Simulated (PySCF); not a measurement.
**Ionising NaS**

r²SCAN; basis Na jorge-DZP-DKH, S jorge-DZP-DKH; spin-free X2C with a Gaussian nucleus; PySCF 2.14. Neutral (UKS): doublet (π ↑), Re = 2.509 Å, ωe = 327 cm⁻¹, De = 2.62 eV, HOMO -4.06 eV, LUMO -3.13 eV.

NaS⁺ (UKS): triplet (π ↑↑), Re = 2.910 Å, ωe = 163 cm⁻¹, De = 0.52 eV to Na⁺ + S. The energies at the minima are -561.71298 hartree for NaS and -561.44659 for NaS⁺.

Q: Work out the adiabatic ionisation energy, without and with harmonic zero-point energies (1 hartree = 27.2114 eV, 1 eV = 8065.5 cm⁻¹), and the change of the bond length.

A: At r²SCAN: 0.26639 hartree = 7.249 eV between the minima; the zero-point term (163.0 − 327.0)/2 cm⁻¹ = -0.010 eV makes it 7.239 eV. Re changes by +40.1 pm against the neutral. The electron leaves a π orbital, and the ion is left as a loose complex of an ion and an atom.

For an ion De counts to the pair picked by the measured ionisation energies or electron affinities, which need not be the lowest pair at this level. States were picked by a PBE0 search and need not be the measured ground states.
